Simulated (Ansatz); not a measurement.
# How far each method lies from full CI for C₂H₂O, singlet

Geometry: MP2(full)/6-31G*, from the G2/97 set.

```yaml
atoms:
  - { symbol: C, position_ang: [0.0000, 0.0000, -1.3018] }
  - { symbol: C, position_ang: [0.0000, 0.0000, 0.0165] }
  - { symbol: H, position_ang: [0.0000, 0.9388, -1.8357] }
  - { symbol: H, position_ang: [0.0000, -0.9388, -1.8357] }
  - { symbol: O, position_ang: [0.0000, 0.0000, 1.1962] }
```

Basis STO-3G; Ansatz 0.2.0. Only valence electrons are correlated (noble-gas cores frozen), which leaves 16 electrons in 14 orbitals. Prefix R: restricted or restricted open-shell reference. Active spaces: valence = (14e, 13o, short of the full valence) chosen from the atoms' valence shells.

Full CI is exact within this basis and frozen core; it isn't the basis-set limit.

The UHF ⟨S²⟩ is 0.000. The T1 diagnostic (RCCSD) is 0.0161 and the largest doubles amplitude (RCCSD) is 0.156.

| level | E − E(RHF) (eV) |
| --- | --- |
| RMP2 | -5.1140 |
| RCCSD | -5.7592 |
| RCCSD(T) | -6.0037 |

Task: Estimate how far full CI in STO-3G lies from RCCSD(T). The table doesn't fix it; the size of (T) and the diagnostics are the guide.

Result: Full CI in STO-3G lies 0.75 kcal/mol below RCCSD(T), which is 13 % of the (T) step (-5.64 kcal/mol). A doubles amplitude is large, but (T) still catches most of what CCSD lacks.

The other levels:

| level | E − E(full CI) (kcal/mol) | share of correlation (%) | wall time |
| --- | --- | --- | --- |
| CISD | 16.28 | 88.31 | 0.18 s |
| BCCD(T) | 0.77 | 99.45 | 0.3 s |
| RCCSDT | 0.26 | 99.81 | – |
| CISDTQ | 1.09 | 99.22 | 1.3 s |
| RCCSDT(Q) | 0.06 | 99.96 | 0.82 s |
| RCCSDTQ | 0.02 | 99.99 | 11 s |
| CASSCF (valence space) | 2.25 | 98.38 | – |
| NEVPT2 (valence space) | 0.80 | 99.42 | 28 s (H100) |
| MRCISD (valence space) | 0.07 | 99.95 | – |
| MRCISD+Q (valence space) | 0.06 | 99.95 | 56 s (H100) |

The correlation energy at full CI, counted from RHF, is -6.036 eV. That run took 17 s on 1 thread of AMD EPYC 7R13, shared host over 2,257,441 determinants.

Times hold each run's SCF and search for its determinant on a shared host, so for small cases they say little of a method's own cost; rows without a card ran on 1 thread of AMD EPYC 7R13.

The full-CI state has the irrep A1 of C2v, in the program's axes.

Natural occupations of full CI about the gap: 1.975 1.974 1.972 1.917 1.917 0.108 0.090 0.034 0.023 0.019; effectively unpaired electrons, Σ n²(2−n)², 0.14.

Atomization energy (electronic, same basis, no zero-point term; atoms at the same level, unrestricted beside the R rows where the molecule is a closed shell, with restricted open-shell steps beyond CCSDT(Q)) at full CI: 2029.0 kJ/mol. Errors of other levels:

```tsv
level	error (kJ/mol)
RHF	-476.2
RMP2	-34.5
CISD	-68.1
RCCSD	-26.8
RCCSD(T)	-3.2
BCCD(T)	-3.2
RCCSDT	-1.1
CISDTQ	-4.5
RCCSDT(Q)	-0.3
RCCSDTQ	-0.1
```

This basis is far from its limit, so the value isn't to be set against a measured one. Truncated CI isn't size-consistent, which counts against it in atomization.
